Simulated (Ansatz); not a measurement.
Write a Python script for the Python package of Ansatz (0.2.0) that makes an active-space calculation of CH3O (charge -1), SMILES C[O-]. Use: SC-NEVPT2, cc-pVDZ basis, multiplicity 1.

```xyz
5

C     0.0332   -0.0266   -0.0081
O     1.0218   -0.8243   -0.2507
H    -1.0228   -0.4911   -0.1018
H    -0.0415    0.9046   -0.6912
H     0.0094    0.4375    1.0518
```

Script `cas_ch3o.py`:
```python
"""Static correlation in CH3O(-): natural occupations of an active space."""

import logging
import sys

import ansatz as az

logging.basicConfig(stream=sys.stdout, format="[%(levelname)s] %(message)s")
logger = logging.getLogger("ansatz_job")
logger.setLevel(logging.INFO)

geometry_ang = [
    ("C", [0.03316, -0.0266, -0.0081]),
    ("O", [1.02177, -0.82433, -0.25066]),
    ("H", [-1.02276, -0.49108, -0.10185]),
    ("H", [-0.04155, 0.90457, -0.69124]),
    ("H", [0.00937, 0.43745, 1.05184]),
]
molecule = az.Crystal.molecule()
for symbol, xyz in geometry_ang:
    molecule = molecule.atom(symbol, xyz)

setup = (
    molecule.calculation()
    .basis(gaussian="cc-pVDZ")
    .charge(-1)
    .correlation(active_electrons=2, active_orbitals=3)  # correlation on top of the mean field
)
for method in ["sc_nevpt2"]:
    data = (setup if method is None else setup.correlation(method)).run(threads=1, backend="cpu").report
    space = data["configurations"]
    state = space["states"][0]
    print(method or "casscf", f"total {data['free_energy_ev'] / 27.211386246:.6f} Ha, active-space state {state['energy']['hartree']:.6f} Ha, mean field {data['reference_energy_ev'] / 27.211386246:.6f} Ha")
    print("  determinants", state["n_determinants"], " natural occupations", [round(n, 3) for n in space["natural_occupations"]])
print("effectively unpaired electrons, sum of min(n, 2 - n):", round(sum(min(n, 2 - n) for n in space["natural_occupations"]), 3))
```

```console
$ python cas_ch3o.py
sc_nevpt2 total -114.735324 Ha, active-space state -114.415531 Ha, mean field -114.393225 Ha
  determinants 9  natural occupations [1.973, 0.022, 0.005]
effectively unpaired electrons, sum of min(n, 2 - n): 0.054
```

Reading the output:
- Total energies depend on the basis set; only differences at equal settings carry meaning.
- The geometry is a force-field or estimated start, not a minimum of this method, and the basis set is short of its limit. The active space starts as a window about the frontier orbitals and is then optimised, not chosen by chemistry.
- Anions want diffuse functions, which this basis lacks.
- Hardware and time: 0.9 s on 1 thread of Arm Neoverse V2 (shared host), peak memory 0.14 GiB.
